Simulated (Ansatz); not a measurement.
C3H4O2, SMILES `CC(=O)C=O`, charge 0, multiplicity 1.

(1) Give a relaxed structure at PBE0-D4/def2-TZVP (the Gaussian-basis code of Ansatz). (Estimate.)

## Answers

(1) Ansatz gave: 
Z-matrix (Å, degrees):
```
C
C 1 1.491
H 1 1.093 2 109.7
H 1 1.093 2 109.7 3 -116.1
H 1 1.088 2 110.1 3 121.9
O 2 1.205 1 125.3 3 -121.9
C 2 1.530 1 117.2 3 58.0
O 7 1.197 2 123.3 1 -0.2
H 7 1.109 2 113.2 1 179.8
```
Point group Cs.
This is one stationary point; other conformers may exist.
